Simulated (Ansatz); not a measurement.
The input, for Ansatz 0.2.0:

```yaml
crystal:
  periodic: [false, false, false]
  atoms:
    - {symbol: Sn, position_ang: [0.000000, -0.014391, 0.000000]}
    - {symbol: H, position_ang: [0.000000, 0.847453, -1.482753]}
    - {symbol: H, position_ang: [0.000000, 0.847453, 1.482753]}
basis:
  gaussian: {orbitals: def2-SVP}
magnetization: {spin_polarized: true, initial_magnetization: 2}
hamiltonian: {xc: {name: B3LYP}}
correlation: {method: ccsdt_q, electrons: outside_noble_gas}
output: {forces: true}
```

```sh
$ ansatz run in.yaml --threads 1 --pin off --events-out ev --progress --plain --max-ram 2393MiB
```

The program prints:

```
764 factors; integrals over basis functions are off by at most 1.4e-7 eV
mean field evaluation 1: about -5863.2502 eV, gradient 5.3e0 eV
mean field evaluation 2: about -5863.2683 eV, gradient 5.3e0 eV
mean field evaluation 4: about -5863.5235 eV, gradient 6.2e-1 eV
mean field evaluation 8: about -5863.5270 eV, gradient 1.3e-2 eV
mean field evaluation 16: about -5863.5270 eV, gradient 3.4e-6 eV
mean field -5863.52700094 eV, -215.4806428434 hartree, gradient 3.4e-6 eV, S^2 2.001587; 0 other end points of the search recorded, 0 dependent functions left out
9 core orbitals not correlated: weight in the atoms' cores, before any rotation towards them, 0.998 or more for the frozen orbitals, at most 0.001 for the correlated occupied ones
reference -5835.00984022 eV, -214.4326565163 hartree; 4, 2 occupied and 23, 25 virtual orbitals, 764 factors
second order -1.83220318 eV of doubles, -0.17936145 eV of singles
cycle   1  -2.36188105 eV  change   -3.5e-1 eV  update   5.3e-2
cycle   2  -2.55860257 eV  change   -2.0e-1 eV  update   2.4e-2
cycle   3  -2.56852034 eV  change   -9.9e-3 eV  update   7.6e-3
cycle   4  -2.57392200 eV  change   -5.4e-3 eV  update   3.7e-3
cycle   5  -2.57323066 eV  change    6.9e-4 eV  update   1.0e-3
cycle   6  -2.57278716 eV  change    4.4e-4 eV  update   4.0e-4
cycle   7  -2.57299682 eV  change   -2.1e-4 eV  update   1.7e-4
cycle   8  -2.57300448 eV  change   -7.7e-6 eV  update   5.2e-5
cycle   9  -2.57297542 eV  change    2.9e-5 eV  update   1.8e-5
cycle  10  -2.57297778 eV  change   -2.4e-6 eV  update   6.3e-6
cycle  11  -2.57298027 eV  change   -2.5e-6 eV  update   2.5e-6
cycle  12  -2.57298007 eV  change    2.0e-7 eV  update   8.0e-7
cycle  13  -2.57297938 eV  change    6.9e-7 eV  update   3.2e-7
cycle  14  -2.57297922 eV  change    1.7e-7 eV  update   1.1e-7
perturbative correction -0.00092041 eV, -0.0000338244 hartree
the calculation of the forces begins
Total energy: -5837.58373984 eV, -214.5272455829 hartree
Atom 0 at     0.000000    -0.014391     0.000000 Å, force    -0.000000    -0.226851    -0.000000 eV/Å
Atom 1 at     0.000000     0.847453    -1.482753 Å, force    -0.000000     0.113426    -0.139745 eV/Å
Atom 2 at     0.000000     0.847453     1.482753 Å, force    -0.000000     0.113426     0.139745 eV/Å
Dipole moment:    -0.000000    -0.054377     0.000000 e Å
```

Forces (eV/Å):
```
Sn   0.000 -0.227  0.000
H    0.000  0.113 -0.140
H    0.000  0.113  0.140
```

Ran on 1 thread of Arm Neoverse V2, shared host: 15 s wall, 0.3 GiB peak host memory.
